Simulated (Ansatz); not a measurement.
```yaml
crystal:
  periodic: [false, false, false]
  atoms:
    - {symbol: As, position_ang: [-0.250391, -0.030900, 0.073606]}
    - {symbol: Be, position_ang: [2.009034, 0.013883, -0.416464]}
    - {symbol: H, position_ang: [-1.283995, 1.122953, -0.003603]}
    - {symbol: H, position_ang: [-0.475104, -0.217924, -1.408390]}
    - {symbol: H, position_ang: [2.407855, 1.267695, -0.335579]}
basis:
  gaussian: {orbitals: def2-TZVP}
magnetization: {spin_polarized: true, initial_magnetization: 2}
hamiltonian: {xc: pbe0}
relax: {f_tol: 0.004, max_steps: 80}
```

```sh
$ ansatz run in.yaml --threads 1 --pin off --events-out ev --progress --plain --max-ram 2176MiB
```

Steps of the relaxation (energy above the last step; positions in Å, forces in eV/Å):

```
5
step 1, 239.4 meV
As   -0.250   -0.031    0.074   -0.210    0.406   -0.190
Be    2.009    0.014   -0.416    0.090   -0.894    0.080
H    -1.284    1.123   -0.004    0.081   -0.048    0.348
H    -0.475   -0.218   -1.408   -0.001   -0.241   -0.259
H     2.408    1.268   -0.336    0.040    0.777    0.021
```

```
5
step 2, 150.6 meV
As   -0.240    0.023   -0.015   -0.071    0.009   -0.086
Be    2.075   -0.042   -0.359   -0.014   -0.091    0.124
H    -1.272    1.183    0.112    0.297   -0.244   -0.172
H    -0.486   -0.308   -1.488   -0.199    0.173    0.167
H     2.330    1.299   -0.340   -0.013    0.154   -0.033
```

```
5
step 3, 117.4 meV
As   -0.224   -0.002   -0.032   -0.115    0.012   -0.193
Be    2.101   -0.044   -0.309   -0.001    0.063    0.061
H    -1.221    1.174    0.096    0.224   -0.124   -0.053
H    -0.556   -0.293   -1.496   -0.046    0.069    0.191
H     2.309    1.321   -0.349   -0.061   -0.020   -0.006
```

```
5
step 4, 82.9 meV
As   -0.211   -0.078   -0.078    0.002    0.147    0.058
Be    2.092   -0.025   -0.233    0.140   -0.179   -0.003
H    -1.024    1.207    0.093    0.036   -0.049   -0.019
H    -0.626   -0.296   -1.519   -0.010    0.001   -0.044
H     2.177    1.347   -0.353   -0.168    0.079    0.008
```

```
5
step 5, 53.4 meV
As   -0.166   -0.087   -0.097   -0.180    0.026    0.145
Be    2.137   -0.056   -0.202   -0.006    0.187   -0.057
H    -0.907    1.240    0.084    0.151   -0.064   -0.021
H    -0.636   -0.281   -1.524    0.075    0.011   -0.073
H     1.979    1.339   -0.352   -0.040   -0.160    0.007
```

```
5
step 7, 14.8 meV
As   -0.169   -0.133   -0.054   -0.243    0.166   -0.027
Be    2.124   -0.060   -0.170   -0.016    0.166   -0.062
H    -0.757    1.274    0.097    0.099   -0.174    0.017
H    -0.518   -0.210   -1.537    0.125    0.001    0.073
H     1.728    1.283   -0.427    0.035   -0.161   -0.001
```

```
5
step 11, 0.1 meV
As   -0.200   -0.142   -0.031   -0.006    0.011   -0.027
Be    2.109   -0.050   -0.139   -0.009    0.007   -0.002
H    -0.746    1.268    0.137    0.008   -0.006    0.005
H    -0.408   -0.148   -1.538    0.008   -0.005    0.023
H     1.653    1.228   -0.519   -0.002   -0.007    0.001
```

```
5
step 12, 0.0 meV
As   -0.201   -0.143   -0.032    0.006   -0.003    0.003
Be    2.106   -0.048   -0.134    0.003   -0.006    0.002
H    -0.742    1.268    0.140   -0.004    0.004   -0.001
H    -0.404   -0.146   -1.539   -0.001    0.002   -0.003
H     1.648    1.225   -0.525   -0.004    0.003   -0.001
```

```
5
step 13, 0.0 meV
As   -0.200   -0.144   -0.033   -0.002    0.001   -0.001
Be    2.107   -0.047   -0.132    0.000    0.001   -0.001
H    -0.742    1.267    0.141    0.000    0.000    0.000
H    -0.404   -0.145   -1.540    0.001    0.000    0.001
H     1.647    1.224   -0.527    0.000   -0.001    0.001
```

Close pairs at the end: Be2–H5 1.409 Å, As1–H4 1.521 Å, As1–H3 1.521 Å, As1–Be2 2.311 Å.

A stationary point of unrestricted PBE0 after 13 steps, with ⟨S²⟩ = 2.007 against 2.00 for a pure state; no frequencies were run, so it isn't proven a minimum. 45 s on 1 thread of Arm Neoverse V1, shared host.
